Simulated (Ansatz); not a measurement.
The input, for Ansatz 0.2.0:

```yaml
crystal:
  periodic: [false, false, false]
  atoms:
    - {symbol: Al, position_ang: [-0.987452, 0.000000, 0.627538]}
    - {symbol: Al, position_ang: [0.975162, 0.000000, -0.683839]}
    - {symbol: H, position_ang: [0.328970, 0.000000, 1.507142]}
basis:
  gaussian: {orbitals: 6-31G}
magnetization: {spin_polarized: false, initial_magnetization: 3}
correlation: {method: ccsdt_q, electrons: outside_noble_gas}
```

```sh
$ ansatz run in.yaml --threads 1 --pin off --events-out ev --progress --plain --max-ram 2393MiB
```

The program prints:

```
559 factors; integrals over basis functions are off by at most 1.4e-7 eV
mean field evaluation 1: about -13176.4048 eV, gradient 5.7e0 eV
mean field evaluation 2: about -13176.4165 eV, gradient 5.8e0 eV
mean field evaluation 4: about -13177.2060 eV, gradient 1.0e0 eV
mean field evaluation 8: about -13177.2538 eV, gradient 3.6e-2 eV
mean field evaluation 16: about -13177.1818 eV, gradient 1.0e0 eV
mean field evaluation 32: about -13175.4184 eV, gradient 2.1e-1 eV
mean field evaluation 64: about -13175.0727 eV, gradient 6.4e0 eV
mean field evaluation 96: about -13174.4657 eV, gradient 2.2e-2 eV
mean field evaluation 128: about -13175.3298 eV, gradient 2.9e0 eV
mean field -13177.25382392 eV, -484.2551461657 hartree, gradient 3.7e-6 eV, S^2 3.750000; 6 other end points of the search recorded, 0 dependent functions left out
mean field evaluation 160: about -13177.3579 eV, gradient 8.8e-1 eV
determinant -13177.25382392 eV, -484.2551461657 hartree, with singles and doubles -13179.19438470 eV, -484.3264604588 hartree
determinant -13175.41398057 eV, -484.1875331695 hartree, with singles and doubles -13176.97902934 eV, -484.2450476511 hartree
determinant -13175.12892363 eV, -484.1770575201 hartree, with singles and doubles -13176.90359484 eV, -484.2422754843 hartree
determinant -13175.09507738 eV, -484.1758136937 hartree, with singles and doubles -13177.09122574 eV, -484.2491707926 hartree
determinant -13174.46567267 eV, -484.1526834971 hartree, with singles and doubles -13176.62292944 eV, -484.2319612210 hartree
10 core orbitals not correlated: weight in the atoms' cores, before any rotation towards them, 1.000 or more for the frozen orbitals, at most 0.000 for the correlated occupied ones
reference -13177.25382392 eV, -484.2551461657 hartree; 5, 2 occupied and 13, 16 virtual orbitals, 559 factors
second order -1.29856566 eV of doubles, -0.05801578 eV of singles
cycle   1  -1.71416942 eV  change   -3.6e-1 eV  update   7.6e-2
cycle   2  -1.97076812 eV  change   -2.6e-1 eV  update   3.9e-2
cycle   3  -1.99992381 eV  change   -2.9e-2 eV  update   1.5e-2
cycle   4  -2.01217822 eV  change   -1.2e-2 eV  update   8.0e-3
cycle   5  -2.01383780 eV  change   -1.7e-3 eV  update   3.3e-3
cycle   6  -2.01299750 eV  change    8.4e-4 eV  update   1.3e-3
cycle   7  -2.01353391 eV  change   -5.4e-4 eV  update   6.9e-4
cycle   8  -2.01390675 eV  change   -3.7e-4 eV  update   3.3e-4
cycle   9  -2.01371935 eV  change    1.9e-4 eV  update   1.7e-4
cycle  10  -2.01368539 eV  change    3.4e-5 eV  update   8.8e-5
cycle  11  -2.01368326 eV  change    2.1e-6 eV  update   5.1e-5
cycle  12  -2.01370429 eV  change   -2.1e-5 eV  update   2.7e-5
cycle  13  -2.01370292 eV  change    1.4e-6 eV  update   1.7e-5
cycle  14  -2.01369549 eV  change    7.4e-6 eV  update   1.0e-5
cycle  15  -2.01369599 eV  change   -5.0e-7 eV  update   5.4e-6
cycle  16  -2.01369970 eV  change   -3.7e-6 eV  update   2.7e-6
cycle  17  -2.01370058 eV  change   -8.8e-7 eV  update   1.4e-6
cycle  18  -2.01370028 eV  change    2.9e-7 eV  update   7.9e-7
cycle  19  -2.01369961 eV  change    6.8e-7 eV  update   4.5e-7
cycle  20  -2.01369938 eV  change    2.3e-7 eV  update   2.5e-7
perturbative correction -0.00257896 eV, -0.0000947751 hartree
Total energy: -13179.27010226 eV, -484.3292430279 hartree
```

For the same geometry and basis full CI lies 1.1 meV lower.

Ran on 1 thread of Arm Neoverse V1, shared host: 2.5 s wall, 0.09 GiB peak host memory.
